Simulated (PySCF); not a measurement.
## Stretching SiCl⁺

Set-up: PySCF, no relativity, basis sets Si def2-TZVP, Cl def2-TZVP. Energies in eV from Si⁺ + Cl in their ground configurations at the same level. State: ¹Σ⁺ (singlet), closed shell.

```csv
R (Å),PBE0
1.684,-3.764
1.762,-4.595
1.841,-5.049
1.899,-5.208
1.958,-5.252
2.017,-5.207
2.095,-5.045
2.193,-4.730
2.310,-4.255
2.467,-3.549
```

Q: Put a parabola through the three lowest points of the PBE0 curve and estimate Re, k and ωe (reduced mass 15.54 u; 1 eV/Å² = 0.16022 mdyn/Å; ωe = 1302.8·√(k/μ) cm⁻¹).

A: Through R = 1.899, 1.958, 2.017 Å the second-order coefficient is 12.8 eV/Å², so Re ≈ 1.958 Å, k ≈ 4.10 mdyn/Å and ωe ≈ 669 cm⁻¹. A polynomial fit of higher order to the unrounded PBE0 energies gives Re = 1.955 Å, k = 4.16 mdyn/Å, ωe = 674 cm⁻¹; anharmonicity and rounding make the difference.

The higher-order fit for each curve: PBE0: Re = 1.955 Å, ωe = 674 cm⁻¹, De = 5.25 eV.

For an ion De counts to the pair picked by the measured ionisation energies or electron affinities, which need not be the lowest pair at this level.
